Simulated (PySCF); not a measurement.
Gas-phase thermal properties of C3H4 (cyclic)

Method: PySCF energies (xtb for GFN2) plus ideal-gas RRHO corrections (1 bar). 'Table' is the NASA 1993 thermochemical table (part measured, part estimated). 6-31G* has spherical d functions here. All species are closed-shell singlets. B3LYP is the form with VWN-RPA correlation. The harmonic model lacks anharmonicity and excited electronic states, which grow with temperature; levels with a mode under 35 cm⁻¹ are left out. The table's entry may be an old estimate for C3H4 (cyclic) (not checked at source).

```tsv
level	point group	σ	ZPE (kJ/mol)	S°298 (J/mol/K)	Cp298 (J/mol/K)	S°1000 (J/mol/K)	H1000 − H298 (kJ/mol)
table	-	-	-	243.6	52.9	346.5	64.3
B3LYP/6-31G*	C2v	2	147.8	242.8	51.0	343.0	62.7
GFN2-xTB	C2v	2	145.0	242.8	51.8	344.3	63.4
HF/6-31G*	C2v	2	158.8	240.8	46.8	335.3	59.4
PBE/def2-SVP	C2v	2	142.8	243.6	52.7	346.4	64.1
PBE0/def2-TZVP	C2v	2	147.8	242.5	50.8	342.7	62.7
```
σ: rotational symmetry number. Electronic degeneracy used: 1. Frequencies are unscaled.
